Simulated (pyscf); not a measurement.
Optimised with ωB97X-D3(BJ)/def2-SVP in PySCF.

For F–GeH₂–GeH₃ + H• -> F–GeH₂–GeH₂• + H₂, a hydrogen abstraction (doublet surface; Ge–H broken, H–H formed), PBE/def2-TZVP gives ΔE‡ = -0.6 kcal/mol and ΔE = -21.6 kcal/mol (zero: the separated reactants). In which direction and how far do B3LYP-D3(BJ)/def2-TZVP, M06-2X/def2-TZVP, ωB97M-D3(BJ)/def2-TZVP move these?

B3LYP-D3(BJ): ΔE‡ = -1.2 kcal/mol, ΔE = -23.9 kcal/mol; M06-2X: ΔE‡ = 3.2 kcal/mol, ΔE = -26.0 kcal/mol; ωB97M-D3(BJ): ΔE‡ = 2.9 kcal/mol, ΔE = -21.9 kcal/mol. PBE's barrier lies among them. Its reaction energy lies over all of them, by 0.3 to 4.4 kcal/mol. At PBE, B3LYP-D3(BJ) this geometry lies under the reactants; that is no barrier but a single point on another level's saddle; such a level's own saddle, if it has one, lies nearer that side and is low. One saddle was located; it need not be the lowest between these sides. The angle at the transferred H is 178°. Elements up to Kr have no core potential and no relativistic terms here.
